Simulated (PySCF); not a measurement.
Fill in the blanks.

Compound: C3H7Cl.
InChI=1S/C3H7Cl/c1-3(2)4/h3H,1-2H3

```json
{"property": "point group", "level": "PBE0-D3(BJ)/def2-SVP", "value": "Cs"}
{"property": "rotational constants A, B, C", "level": "PBE0-D3(BJ)/def2-SVP", "value": "8.077, 4.575, 3.211 GHz"}
{"property": "dipole moment", "level": "CAM-B3LYP/def2-SVPD", "value": "?"}
{"property": "HOMO energy", "level": "CAM-B3LYP/def2-SVPD", "value": "?"}
{"property": "LUMO energy", "level": "CAM-B3LYP/def2-SVPD", "value": "?"}
{"property": "lowest singlet excitation", "level": "TDDFT CAM-B3LYP/def2-SVPD", "value": "?"}
{"property": "strongest line among the 10 lowest singlet transitions", "level": "TDDFT CAM-B3LYP/def2-SVPD", "value": "?"}
{"property": "lowest triplet excitation (Tamm–Dancoff)", "level": "TDA CAM-B3LYP/def2-SVPD", "value": "6.66 eV"}
{"property": "static isotropic polarisability", "level": "CAM-B3LYP/def2-SVPD", "value": "?"}
{"property": "vertical ionisation energy", "level": "ΔSCF CAM-B3LYP/def2-SVPD", "value": "10.91 eV"}
{"property": "electronic spatial extent ⟨r²⟩ about the centre of nuclear charge", "level": "CAM-B3LYP/def2-SVPD", "value": "428 bohr²"}
{"property": "core binding energies", "level": "ΔSCF SCAN, pcX-2 on the ionised atom, pcseg-1 elsewhere, spin-free X2C, 2p3/2 from a spin–orbit splitting computed afterwards within the 2p shell", "value": "?"}
```

Gas-phase values; electronic properties from PySCF, density fitting. Geometry: PBE0-D3(BJ)/def2-SVP; no solvent, vibrations or thermal averaging.

Question: Give the strongest line among the 10 lowest singlet transitions.

Answer: S6 at 9.04 eV (137 nm, f = 0.064).

Question: What is the HOMO energy?

Answer: -9.76 eV.

Question: The core binding energies?

Answer: Cl2p3/2 205.6, C1s 291.1 (×2), C1s 292.4, Cl1s 2828.2 eV.

Question: What is the LUMO energy?

Answer: 1.29 eV.

Question: What is the static isotropic polarisability?

Answer: 53.4 au.

Question: Give the dipole moment.

Answer: 2.28 D.

Question: Give the lowest singlet excitation.

Answer: 7.34 eV (169 nm, f = 0.001).

 The 10 singlets span 7.34 to 9.43 eV, and their oscillator strengths add up to 0.21. The ΔSCF ionisation energy exceeds −ε(HOMO) by 1.15 eV with CAM-B3LYP.
